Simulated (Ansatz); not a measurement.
Ideal-gas functions of BClH$_{2}$O (`OBCl`) at 400 K and 1 bar, from an Ansatz frequency run at PBE0-D4/def2-TZVP.

Molar mass 64.28 g/mol, point group Cs (symmetry number 1), electronic degeneracy 1, moments of inertia 9.169, 89.366, 98.535 u Å². Harmonic wavenumbers (cm⁻¹, unscaled): 384, 643, 747, 869, 1007, 1155, 1370, 2695, 3849.

Use S(trans) = R[1.5 ln M + 2.5 ln T − 1.1517]; rotational temperatures θ = 24.2544 K / I; S(rot) = R[ln(√π/σ · √(T³/θAθBθC)) + 1.5]; for each mode x = 1.438777 ν̃/T, S = R[x/(eˣ − 1) − ln(1 − e⁻ˣ)] and H = RT x/(eˣ − 1); 1 cm⁻¹ = 0.0119627 kJ/mol; R = 8.31446 J/(mol·K).

**Question.** By hand: the entropy, in J/(mol·K).

**Answer.** Translation 166.9. Rotation: θ = 2.6453, 0.2714, 0.2462 K, giving 99.2. Vibration, mode by mode: 6.26, 2.98, 2.22, 1.57, 1.05, 0.68, 0.36, 0.01, 0.00, in all 15.1. Electronic 0.0. Sum 281.2 J/(mol·K).

**Question.** By hand: H − E and G − E in kJ/mol, counted from the electronic energy.

**Answer.** Zero-point energy ½ × 12719 × 0.0119627 = 76.1; thermal vibration 4.2; translation, rotation and pV give 4 RT = 13.3. H − E = 93.6 kJ/mol, and G − E = 93.6 − 400 × 281.2/1000 = -18.9 kJ/mol.

Vibration gives 5 % of the entropy. The sum counts one conformer and one mirror image; others add a mixing term.
